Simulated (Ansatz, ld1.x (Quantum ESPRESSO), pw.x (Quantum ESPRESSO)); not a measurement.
**V (Z = 23) (bcc): variants of one TM potential in the solid**

* Element: V
* Generator: ld1.x (Quantum ESPRESSO) 7.5
* Type: norm-conserving Troullier–Martins (Kleinman–Bylander form)
* Functional: LDA (PW92)
* Relativity: scalar-relativistic
* Frozen core: [Ar]
* Valence charge: 5
* Reference configuration: 3d3 4s1.75 4p0.25
* Partial waves: 4s (bound): rc 2.70 bohr; 4p (bound): rc 3.75 bohr; 3d (bound): rc 1.55 bohr
* Local potential: all-electron potential smoothed inside 2.50 bohr (lloc = -1)
* Core correction: none

Crystal test: bcc V in pw.x 7.5, no spin, 16³ k-points, Fermi–Dirac smearing 0.01 Ry, cutoffs set for each file from its atomic test. The reference is all-electron LAPW (Ansatz 0.2.0) with the same functional, mesh and smearing; V0 and B0 come from Birch–Murnaghan fits to the pressures at five volumes. Errors are pseudo minus all-electron; Δ is the rms difference of the E(V) curves that follow from these fits, minima aligned, over ±6 % about the mean V0. Mesh and smearing are coarse, so the numbers serve the comparison and aren't converged zero-temperature values; the lattice is a test structure that the element need not adopt.

All-electron: a0 = 2.929 Å (V0 = 12.57 Å³/atom), B0 = 206.3 GPa.

Base: The largest radius (3.75 bohr) exceeds half the bond length (2.39 bohr), so the spheres overlap, which is one possible source of error among others. This is a poor potential for the solid. Atomic configuration tests: 1 of 9 tests not solved or not reliable. The logarithmic derivative shows an extra or strongly shifted pseudo pole above the reference energy (s near 1.32 Ry).

1 further variants are left out: they gave no file fit for a test, a broken result, the same result as the base, or pressures whose basis-set error rivals the error shown.

```csv
change,cutoffs (Ry),pw.x,a0 (Å),a0 error (%),B0 error (%),Δ (meV/atom),mean pressure error (GPa)
base,120/480,converged,2.885,-1.52,+0.2,25.6,-9.06
wave 4p (bound): rc 3.75 bohr becomes 4p (bound): rc 3.10 bohr,120/480,converged,2.878,-1.75,+0.5,29.4,-10.33
reference 3d3 4s2 4p0,120/480,converged,2.887,-1.44,-0.2,24.2,-8.61
"all radii scaled by about 0.95 (s 2.56, p 3.56, d 1.48 bohr); local potential all-electron potential smoothed inside 2.38 bohr (lloc = -1)",135/540,converged,2.873,-1.93,+0.4,32.4,-11.30
```

(1) Give the row for: wave 3d (bound): rc 1.55 bohr becomes 3d (bound): rc 1.76 bohr.

Results:

(1) pw.x: converged; mean pressure error (GPa): -8.77; a0 (Å): 2.886; a0 error (%): -1.47; B0 error (%): -0.1; Δ (meV/atom): 24.7.
